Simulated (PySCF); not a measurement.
# C2H2FN3: the cost of one run

The runs use PySCF 2.14.0, with density-fitted response routines of our own; the level of theory stands in each step. All values are computed, except where a source is named. Atoms are numbered from 0 throughout.

## (1) The starting structure

8 atoms, charge 0, multiplicity 1; geometry from: GFN2-xTB. The atoms were then displaced at random by about 0.01 Å, so the start is not that level's minimum.

Bonds of the start (Å): F0–C1 1.30, C1–C2 1.36, C2–N3 1.32, N3–N4 1.31, N4–N5 1.35, N5–C1 1.35, C2–H6 1.10, N5–H7 0.99.

## (2) Optimising the geometry at PBE0-D3(BJ)/def2-SVP

Job settings and geometry (Å):

```
{"job": {"xc": "PBE0", "basis": "def2-SVP", "d3": "d3bj", "grid": 1, "shake": 0.01, "kind": "geom"}, "charge": 0, "multiplicity": 1}
F     -0.025180     2.007160     0.034130
C      0.032650     0.707330     0.000830
C      1.071900    -0.162010    -0.125700
N      0.603150    -1.400430    -0.084690
N     -0.695980    -1.352690     0.038760
N     -1.067950    -0.060890     0.102640
H      2.148560     0.022570    -0.221390
H     -2.012020     0.219830     0.202950
```

Run with:

```bash
$ OMP_NUM_THREADS=1 python probes_run.py task.json out
```

The driver reads the jobs from task.json and runs them one after another.

Q: Estimate the wall time and peak memory of this first job on 1 thread of Arm Neoverse V1, shared host.

About 27 s, with a peak of 0.39 GiB.
